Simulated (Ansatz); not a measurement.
Species, as SMILES: C#C (C2H2).
Atoms: C1, C2, H3, H4. Bonds: C1-C2, C1-H4, C2-H3.

Basis-set convergence of the optimised C1-H4 bond length at PBE with Ansatz (a program for electronic structure). Cartesian d functions, on some or all atoms, in 6-31+G*; all else is spherical. The program fits the integrals of some runs and decomposes those of others, by size. No added dispersion term, no relativity. Reference: the value in def2-QZVPPD, 1.0701 Å. Deviations are taken from unrounded values.

```json
[
 {"basis": "STO-3G", "functions": "12", "optimised C1-H4 bond length (Å)": "1.0871", "minus reference (Å)": "0.0170"},
 {"basis": "3-21G", "functions": "22", "optimised C1-H4 bond length (Å)": "1.0710", "minus reference (Å)": "0.0009"},
 {"basis": "6-31G", "functions": "22", "optimised C1-H4 bond length (Å)": "1.0727", "minus reference (Å)": "0.0026"},
 {"basis": "def2-SV(P)", "functions": "32", "optimised C1-H4 bond length (Å)": "1.0833", "minus reference (Å)": "0.0131"},
 {"basis": "def2-SVP", "functions": "38", "optimised C1-H4 bond length (Å)": "1.0816", "minus reference (Å)": "0.0115"},
 {"basis": "6-31+G*", "functions": "42", "optimised C1-H4 bond length (Å)": "1.0754", "minus reference (Å)": "0.0053"},
 {"basis": "6-311+G**", "functions": "56", "optimised C1-H4 bond length (Å)": "1.0711", "minus reference (Å)": "0.0010"},
 {"basis": "def2-SVPD", "functions": "56", "optimised C1-H4 bond length (Å)": "1.0800", "minus reference (Å)": "0.0099"},
 {"basis": "aug-pcseg-1", "functions": "64", "optimised C1-H4 bond length (Å)": "1.0778", "minus reference (Å)": "0.0077"},
 {"basis": "def2-TZVPP", "functions": "90", "optimised C1-H4 bond length (Å)": "1.0704", "minus reference (Å)": "0.0003"},
 {"basis": "def2-TZVPD", "functions": "92", "optimised C1-H4 bond length (Å)": "1.0713", "minus reference (Å)": "0.0012"},
 {"basis": "jun-cc-pV(T+d)Z", "functions": "106", "optimised C1-H4 bond length (Å)": "1.0704", "minus reference (Å)": "0.0003"},
 {"basis": "aug-cc-pVTZ", "functions": "138", "optimised C1-H4 bond length (Å)": "1.0703", "minus reference (Å)": "0.0002"}
]
```
